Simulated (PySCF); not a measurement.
PySCF input for CH₂, SMILES [CH2] (connectivity only; charge and spin as stated), neutral, multiplicity 1, PBE-D3(BJ)/def2-TZVPD. The structure is a stationary point at PBE-D3(BJ)/def2-TZVPD. The isomer is the one that the SMILES or the coordinates give; other isomers of the formula were not compared.

```python
import numpy as np
from pyscf import gto, scf, dft, df
from pyscf.hessian import thermo

mol = gto.M(
    atom='''
    C     0.00000000    0.00000000    0.17908152
    H     0.00000000   -0.86521474   -0.53724455
    H     0.00000000    0.86521473   -0.53724456
    ''',
    basis='def2-TZVPD',
    charge=0,
    spin=0,
    max_memory=1600,
    verbose=3,
)
mf = dft.RKS(mol, xc='pbe').density_fit(auxbasis='def2-universal-jkfit')
mf.disp = 'd3bj'
mf.grids.level = 3
mf.conv_tol = 1e-11
mf.max_cycle = 100
mf.kernel()

# [left out here: the lines that compute and print the analytic Hessian (its translational invariance restored by hand, since the grid's response is missing), thermochemistry and intensities]
```

Output:

```
converged SCF energy = -39.0806251964381

WARN: DFTD3 does not support analytical Hessian, using finite difference


WARN: Mole.unit (angstrom) is changed to Bohr

Mode                                 0                   1                   2
Irrep
Freq [cm^-1]                     1363.7010           2811.1900           2884.6964
Reduced mass [au]                   1.1019              1.0571              1.0992
Force const [Dyne/A]                1.2073              4.9223              5.3892
Char temp [K]                    1962.0621           4044.6766           4150.4359
Normal mode                   x     y     z       x     y     z       x     y     z
       0   C                 0.00 -0.00 -0.09    0.00  0.00 -0.06    0.00 -0.09 -0.00
       1   H                -0.00 -0.42  0.52   -0.00  0.57  0.39   -0.00  0.52  0.43
       2   H                 0.00  0.42  0.52   -0.00 -0.57  0.39   -0.00  0.52 -0.43
temperature 298.1500 [K]
pressure 101325.00 [Pa]
Rotational constants [GHz] 570.54615 334.87202 211.01845
Symmetry number 2
Zero-point energy (ZPE) 0.01608 [Eh]   42225.710 [J/mol]
                           tot       elec      trans        rot        vib
Entropy [J/mol/K]       189.368      0.000    141.683     47.596      0.088
Cv [J/mol/K]             25.448      0.000     12.472     12.472      0.504
Cp [J/mol/K]             33.762      0.000     20.786     12.472      0.504
Internal energy [J/mol]                      3718.434   3718.434  42248.438
Internal energy [Eh]   -39.06170  -39.08063
Enthalpy [J/mol]                             6197.391   3718.434  42248.438
Enthalpy [Eh]          -39.06076
Gibbs free energy [J/mol]                  -36045.502 -10472.440  42222.264
Gibbs free energy [Eh] -39.08226
mode   freq/cm-1   IR/(km/mol)
   1     1363.70         1.164
   2     2811.19        89.978
   3     2884.70        74.041
max |gradient| / (hartree/bohr): 6.675510042950044e-05
APT charges: [-0.0638  0.0319  0.0319]
```

The calculation finished and met its thresholds.
